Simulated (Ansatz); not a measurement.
Mulliken charges of NS (`[N]=S`) radical from r2SCAN/def2-TZVPP in Ansatz (PBE0-D4/def2-TZVP geometry).

```csv
atom,x (Å),y (Å),z (Å),charge (e)
N1,0.000,0.000,-0.011,-0.211
S2,0.000,0.000,1.474,0.211
```

Task: By hand: the dipole of these point charges (1 e Å = 4.8032 D).

Result: Σ q r = (0.000, 0.000, 0.313) e Å, of length 0.313 e Å = 1.50 D.

Task: How does the dipole of the full density compare? (Estimate.)

Result: The calculation gave: (0.000, 0.000, 0.375) e Å, 1.80 D; the point charges give 0.83 times that, at 0° from its direction.

Point charges leave out the atoms' own dipoles, such as those of lone pairs, and Mulliken's split depends on the basis, so the two needn't agree.
